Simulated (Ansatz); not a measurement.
# Loss of H2O: C4H7NO → C4H5N + H2O

Species: C4H7NO `O=C1CCCN1`, singlet; C4H5N (3-butenenitrile) `C=CCC#N`, singlet; H2O (water) `O`, singlet. 

Shapes, held fixed at every level: PBE0-D4/def2-TZVP. Flexible molecules stand in one conformer, not always the lowest. Programs: Ansatz 0.2.0. Electronic energies: no zero-point or thermal term.

```csv
level,kind,ΔE (kJ/mol),less CCSD(T)/CBS estimate
PBE-D4/def2-TZVPP,GGA,+186.5,+46.8
wB97X-V/def2-TZVPP,range-separated hybrid,+186.6,+46.9
B2PLYP/def2-TZVPP,double hybrid,+140.6,+0.9
MP2/def2-TZVPP,perturbation theory,+142.8,+3.1
CCSD(T)/def2-TZVPP,coupled cluster or CI,+139.5,-0.2
CCSD/def2-TZVPP,coupled cluster or CI,+138.8,-0.9
CCSD(T)/CBS estimate,coupled cluster or CI,+139.7,0.0
```

The highest level, CCSD(T)/CBS estimate, gives ΔE = +139.7 kJ/mol; the levels span +138.8 to +186.6. The column of differences is taken from that level and isn't an error. No measured value is set beside it here. The CBS estimate extrapolates MP2 from def2-TZVPP and def2-QZVPP and adds CCSD(T) − MP2 in the triple-zeta set, cores frozen.
